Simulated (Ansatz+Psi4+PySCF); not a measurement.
## doublet CH3S: levels of theory in one basis

```yaml
atoms:
  - { symbol: C, position_ang: [-0.0101, 1.1007, 0.0055] }
  - { symbol: S, position_ang: [0.0007, -0.6982, -0.0069] }
  - { symbol: H, position_ang: [1.0358, 1.4313, -0.0051] }
  - { symbol: H, position_ang: [-0.4726, 1.5058, 0.8882] }
  - { symbol: H, position_ang: [-0.4776, 1.5167, -0.8898] }
```

Basis set: cc-pVTZ on H, C; cc-pV(T+d)Z on S (spherical functions). Left uncorrelated: 6 orbitals. Correlation on ROHF uses semicanonical orbitals with singles. Charge 0, multiplicity 2.

Computed with Ansatz (development build ahead of 0.2.0) and Psi4 1.11; each method stands on the lowest determinant of its kind that the runs found.

| method | E − E(ROHF) (eV) | <S²> of the determinant |
| --- | --- | --- |
| ROHF | 0.00 | 0.75 |
| UHF | -0.16 | 0.76 |
| ROHF-MP2 | -9.04 | – |
| UHF-MP2 | -9.01 | 0.76 |
| ROHF-CCSD | -9.95 | – |
| UHF-CCSD | -9.96 | 0.76 |

Problem. What does ROHF-CCSD(T) give on the same scale?

Solution. -10.34 eV.
